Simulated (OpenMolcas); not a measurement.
# triplet SiCl2: levels of theory compared

Aim: a comparison of 6 runs (UB3LYP/6-31G*, U-r2SCAN/cc-pVTZ, UBLYP/cc-pVTZ, UM06-L/cc-pVTZ, USVWN5/cc-pVTZ) of triplet SiCl2. 

The calculation is run with OpenMolcas 26.06.

### Step 1. The structure to begin with

SiCl2 has 3 atoms, charge 0, and is taken as a triplet. SMILES of the parent species: `Cl[Si]Cl`. The coordinates come from a PBE0-D4/def2-TZVP relaxation. That shape belongs to the parent species and isn't relaxed for this state.

Bond lengths: Cl1–Si2 2.077 Å, Si2–Cl3 2.077 Å. Angles: Cl1–Si2–Cl3 101.3°.

### Step 2. The energy at UB3LYP/6-31G(d) (spherical functions) (run 1)

Input file input.xyz:

```xyz
3

Cl     0.293800     1.603800     0.338000
Si    -0.770100    -0.010400    -0.422000
Cl     0.476300    -1.593400     0.084000
```

Input file calc.inp:

```
&GATEWAY
 BasLib = $CurrDir
 Coord = input.xyz
 Basis = 6-31Gs
 Group = NoSym

&SEWARD
 GridInput
 Grid=UltraFine
 End of Grid

&SCF
 UHF
 Spin = 3
 KSDFT = B3LYP
 Thresholds = 1e-10 1e-07 1e-07 1e-05
 PrOrbitals = 1 1
```

The basis set 6-31G* is read from a file made from the Basis Set Exchange's data (not shown).

Started as:

```
$ export MOLCAS_MEM=1860
$ pymolcas calc.inp > calc.log
```

The program printed:

```text
--- Start Module: gateway ---
[...]
--- Stop Module: gateway /rc=_RC_ALL_IS_WELL_ ---
--- Start Module: seward ---
[...]
      Basis functions           54
--- Stop Module: seward /rc=_RC_ALL_IS_WELL_ ---
[...]
--- Start Module: scf ---
[...]
       Convergence after  17 Iterations
[...]
::    Total KS-DFT energy                           -1209.8506442227
[...]
      Total spin, S                                     1.0008249503
[...]
      Total electronic charge=   48.000000
      Total            charge=   -0.000000
[...]
      Dipole Moment (debye):
      Origin of the operator (angstrom)=    0.0550    0.0007    0.0301
                   X= -1.4263E+00               Y= -1.9001E-02               Z= -7.8154E-01           Total=  1.6265E+00
      Quadrupole Moment (debye*angstrom):
[...]
--- Stop Module: scf /rc=_RC_ALL_IS_WELL_ ---
[...]
```

Wall time 16 s (1 thread of AMD EPYC 7R43 (Zen 3), shared host); peak memory 0.39 GiB.

### Step 3. A single-point energy at UB3LYP/6-31G(d) (Cartesian functions) (run 2)

Input file coord.xyz:

```xyz
3

Cl     0.293800     1.603800     0.338000
Si    -0.770100    -0.010400    -0.422000
Cl     0.476300    -1.593400     0.084000
```

Input file calc.input:

```
* Cl2Si Kohn-Sham DFT
>>> EXPORT MOLCAS_PRINT=2

&GATEWAY
  BASLIB=$CurrDir
  COORD=coord.xyz
  BASIS=6-31Gs
  GROUP=NoSym

&SEWARD
  GRIDINPUT
  Grid=UltraFine
  End of Grid

&SCF
  UHF
  SPIN=3
  KSDFT=B3LYP
  THRESHOLDS=1e-10 1e-07 1e-07 1e-05
  PRORBITALS=1 1
```

The basis set 6-31G* is read from a file made from the Basis Set Exchange's data (not shown).

Started as:

```
$ export MOLCAS_MEM=1860
$ pymolcas calc.input > calc.log
```

The program printed:

```text
--- Start Module: gateway ---
[...]
--- Stop Module: gateway /rc=_RC_ALL_IS_WELL_ ---
--- Start Module: seward ---
[...]
      Basis functions           57
--- Stop Module: seward /rc=_RC_ALL_IS_WELL_ ---
[...]
--- Start Module: scf ---
[...]
       Convergence after  17 Iterations
[...]
::    Total KS-DFT energy                           -1209.8589682008
[...]
      Total spin, S                                     1.0008258838
[...]
      Total electronic charge=   48.000000
      Total            charge=   -0.000000
[...]
      Dipole Moment (debye):
      Origin of the operator (angstrom)=    0.0550    0.0007    0.0301
                   X= -1.4246E+00               Y= -1.8979E-02               Z= -7.8064E-01           Total=  1.6246E+00
      Quadrupole Moment (debye*angstrom):
[...]
--- Stop Module: scf /rc=_RC_ALL_IS_WELL_ ---
[...]
```

Run time: 17 s. Hardware: 1 thread of AMD EPYC 7R43 (Zen 3), shared host; peak memory 0.39 GiB.

Runs 3 to 5 aren't shown in full; the table further down has their settings and results.

### Step 4. A single-point energy at USVWN5/cc-pVTZ (run 6)

Input file mol.input:

```
>>> EXPORT MOLCAS_PRINT=2
&GATEWAY
BASLIB=$CurrDir
COORD
3
angstrom
Cl       0.293800       1.603800       0.338000
Si      -0.770100      -0.010400      -0.422000
Cl       0.476300      -1.593400       0.084000
BASIS=cc-pVTZ
GROUP=NoSym
&SEWARD
GRIDINPUT
Grid=UltraFine
End of Grid
&SCF
UHF
SPIN=3
KSDFT=SVWN5
THRESHOLDS=1e-10 1e-07 1e-07 1e-05
PRORBITALS=0
```

The basis set cc-pVTZ is read from a file made from the Basis Set Exchange's data (not shown).

Started as:

```
$ export MOLCAS_MEM=1860
$ pymolcas mol.input > mol.log
```

The program printed:

```text
--- Start Module: gateway ---
[...]
--- Stop Module: gateway /rc=_RC_ALL_IS_WELL_ ---
--- Start Module: seward ---
[...]
      Basis functions          102
--- Stop Module: seward /rc=_RC_ALL_IS_WELL_ ---
[...]
--- Start Module: scf ---
[...]
       Convergence after  18 Iterations
[...]
::    Total KS-DFT energy                           -1205.8145283957
[...]
      Total spin, S                                     1.0005747795
[...]
      Total electronic charge=   48.000000
      Total            charge=   -0.000000
[...]
      Dipole Moment (debye):
      Origin of the operator (angstrom)=    0.0550    0.0007    0.0301
                   X= -8.9998E-01               Y= -1.1902E-02               Z= -4.9315E-01           Total=  1.0263E+00
      Quadrupole Moment (debye*angstrom):
[...]
--- Stop Module: scf /rc=_RC_ALL_IS_WELL_ ---
[...]
```

Wall time 37 s (1 thread of AMD EPYC 7R43 (Zen 3), shared host); peak memory 0.57 GiB.

### Step 5. The series

```
run                                level  Cartesian functions   energy (Eh)  dipole moment (D)  HOMO energy (eV)   ⟨S²⟩  wall time
  1  UB3LYP/6-31G* (spherical functions)                   no  -1209.850644               1.63             -5.19  2.002       16 s
  2  UB3LYP/6-31G* (Cartesian functions)                  yes  -1209.858968               1.62             -5.19  2.002       17 s
  3                     U-r2SCAN/cc-pVTZ                   no  -1209.844791               1.29             -4.71  2.005       63 s
  4                        UBLYP/cc-pVTZ                   no  -1209.918933               1.05             -4.04  2.002       52 s
  5                       UM06-L/cc-pVTZ                   no  -1209.904556               1.24             -4.45  2.005       71 s
  6                       USVWN5/cc-pVTZ                   no  -1205.814528               1.03             -4.32  2.002       37 s
```

### Step 6. What came out

| quantity | value |
| --- | --- |
| run 6: total energy | -1205.81453 Eh |
| run 6: dipole moment | 1.03 D |
| run 6: HOMO energy (highest over α and β) | -4.32 eV |
| run 6: ⟨S²⟩ | 2.002 |

**Reading.** The dipole moment (its size) runs from 1.03 D (USVWN5/cc-pVTZ) to 1.63 D (UB3LYP/6-31G*). The two ends differ in method and basis. Totals of different functionals can't be ranked against each other. All runs together took 4.3 min, the longest 71 s.
